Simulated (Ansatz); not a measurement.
**AlNH4 (triplet): wave-function methods side by side at distance Al1–H4 along a hydrogen transfer = 2.368 Å, cc-pVDZ**

One table from this session's results is given with a row withheld; the runs are named, their logs left out.

The runs use Ansatz 0.2.0, Gaussian basis; cc-pVDZ, core rule «outside noble gas», up to 6 orbitals frozen.

Plan: UHF; CCSD(T) on ROHF; CCSD(T) on UHF; BCCD(T) on ROHF; CISD; CCSDT(Q) on ROHF; CCSDT(Q) on UHF; CASSCF and MRCISD+Q, 4 electrons in 4 orbitals; CASSCF and NEVPT2, 4 electrons in 4 orbitals.

5 further runs of the same task are left out: 3 that didn't finish, 2 set aside as unsound or not needed.

### The system

The geometry derives from fragments relaxed apart (PBE0/def2-TZVP) and kept rigid, so it is no stationary point. A hydrogen atom is moved between rigid fragments.

6 atoms, charge 0, spin multiplicity 3.

Atoms are counted from 1 here; the program's logs count them from 0.

Bond lengths: Al1–H2 1.586 Å, Al1–H3 1.586 Å, H4–N5 1.040 Å, N5–H6 1.040 Å. Angles: H2–Al1–H3 120.0°, H4–N5–H6 105.0°.

Geometry (Å):

```xyz
6
charge 0, multiplicity 3
Al   -1.1601    0.0225    0.0000
H    -1.9531    1.3959    0.0000
H    -1.9531   -1.3509    0.0000
H     1.2079    0.0225    0.0000
N     2.2479    0.0225    0.0000
H     2.5169   -0.9817    0.0000
```

Set-up of the first run:

Contents of in.yaml:

```yaml
crystal:
  periodic: [false, false, false]
  atoms:
    - {symbol: Al, position_ang: [-1.160139, 0.022483, 0.000000]}
    - {symbol: H, position_ang: [-1.953063, 1.395868, 0.000000]}
    - {symbol: H, position_ang: [-1.953063, -1.350901, 0.000000]}
    - {symbol: H, position_ang: [1.207861, 0.022483, 0.000000]}
    - {symbol: N, position_ang: [2.247861, 0.022483, 0.000000]}
    - {symbol: H, position_ang: [2.516942, -0.981743, 0.000000]}
basis:
  gaussian: {orbitals: cc-pVDZ}
magnetization: {spin_polarized: true, initial_magnetization: 2}
hamiltonian: {xc: hf}
output: {orbitals: {seedname: orbitals}}
```

On the command line:

```
> ansatz run in.yaml --threads 1 --pin off --events-out ev --progress --plain --max-ram 2393MiB
```

Steps of the session up to this table: UHF; CCSD(T) on ROHF; CCSD(T) on UHF; BCCD(T) on ROHF; CISD; CCSDT(Q) on ROHF; CCSDT(Q) on UHF; CASSCF and MRCISD+Q, 4 electrons in 4 orbitals; CASSCF and NEVPT2, 4 electrons in 4 orbitals.

One table of the session follows, with a row left open; its other results are not shown here.

```
       method  from UCCSDT(Q) (meV)
         ROHF               +6911.8
          UHF               +6743.9
         RMP2               +1204.6
         UMP2               +1203.9
         CISD                +649.6
        RCCSD                +148.3
        UCCSD                +145.5
     RCCSD(T)                 +31.6
     UCCSD(T)                 +30.9
      BCCD(T)                 +31.6
       RCCSDT                  +8.3
       UCCSDT                  +7.4
    RCCSDT(Q)                  +1.0
    UCCSDT(Q)                     0
  CASSCF pair               +6352.7
  NEVPT2 pair                     ?
  MRCISD pair                +571.7
MRCISD+Q pair                 +46.3
```

Q: Estimate the row for NEVPT2 pair from the others.

**Answer.** from UCCSDT(Q) (meV): +1176.1. In the column «from UCCSDT(Q) (meV)» it lies between CISD (+649.6) and UMP2 (+1203.9).

Among the levels timed on like hardware and quicker than the yardstick, those that no quicker one beats, quickest first: NEVPT2 pair (1.7 s, +1176.1 meV); MRCISD+Q pair (2.5 s, +46.3 meV); BCCD(T) (3.5 s, +31.6 meV); UCCSD(T) (7.5 s, +30.9 meV).

To keep in mind: Of the multireference levels listed MRCISD+Q pair comes nearest in total energy (+46.3 meV), which doesn't show that its space is the better one. Restricted and unrestricted rows rest on different reference determinants; where their highest levels disagree by more than a few hundredths of an eV, they describe different states and don't form one ladder.
